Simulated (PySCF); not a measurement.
BClH5N.
Cartesian coordinates in Å at the PBE0-D3(BJ)/def2-SVP level; atoms count from 1:
```xyz
8
BClH5N angstrom
N      0.7265    0.1092    0.2993
B     -0.8215   -0.3501    0.1249
Cl    -1.7701    1.0792    0.8358
H      0.9309    0.2822    1.2858
H      1.3759   -0.5970   -0.0520
H      0.8907    0.9851   -0.2013
H     -0.9455   -1.3672    0.7819
H     -0.9993   -0.4823   -1.0720
```

Computed, not measured: PySCF, TDDFT CAM-B3LYP/def2-SVPD, vertical, gas phase, core orbitals frozen in the response.

```
state  E (eV)  ν̃ (cm⁻¹)       f  symmetry   main configurations (H = HOMO, L = LUMO)
   S1    6.15      49590  0.0001         –                                  H→L (96%)
   S2    6.94      55950   0.076        A′                                H-1→L (94%)
   S3    7.57      61030   0.040        A″                   H→L+2 (50%), H→L+1 (31%)
   S4    7.86      63420  0.0098        A″                   H→L+1 (58%), H→L+2 (30%)
   S5    7.94      64080   0.041        A′                                H→L+3 (94%)
   S6    8.22      66280   0.037        A′  H-1→L+2 (44%), H-2→L (22%), H-1→L+1 (15%)
   S7    8.25      66510  0.0063        A″       H→L+4 (72%), H→L+2 (10%), H-3→L (8%)
   S8    8.37      67480   0.014        A′                 H-2→L (68%), H-1→L+2 (19%)
   S9    8.41      67850   0.031        A″                 H-3→L (63%), H-1→L+3 (15%)
  S10    8.53      68770  0.0082        A″                 H-1→L+3 (81%), H-3→L (10%)
```

Triplets (Tamm–Dancoff): T1 6.06 eV, H→L (94%); T2 6.70 eV, H-1→L (93%); T3 7.34 eV, H→L+2 (44%), H→L+1 (22%), H→L+4 (19%); T4 7.74 eV, H→L+1 (59%), H→L+2 (27%).

The lowest singlet comes at 202 nm (593 kJ/mol) in the ultraviolet; it is dark (f under 0.0005); its leading configuration is HOMO→LUMO (96%). The most intense listed level is S2 at 6.94 eV (179 nm, f = 0.076), 0.79 eV above S1. Löwdin shares by element: HOMO chlorine 61%, boron 19%, hydrogen 18% or more; LUMO hydrogen 32% or more, boron 27%, nitrogen 15% (atoms not listed hold the other 26%). Orbital energies (eV): HOMO-3 -11.05, HOMO-2 -10.91, HOMO-1 -9.33, HOMO -8.69, LUMO 0.20, LUMO+1 1.88, LUMO+2 2.04. The listed states span 2.38 eV, and the widest gap between neighbours is 0.79 eV (S1 to S2). Of the 10 states listed, 6 reach f = 0.01 and 1 stays under 0.0005. All these states lie below the vertical ionisation energy of 9.86 eV (ΔSCF). Symmetry labels in Cs follow from the direction of the transition dipole and are given only for states with f of 0.002 or more. The window holds the lowest 10 singlets.
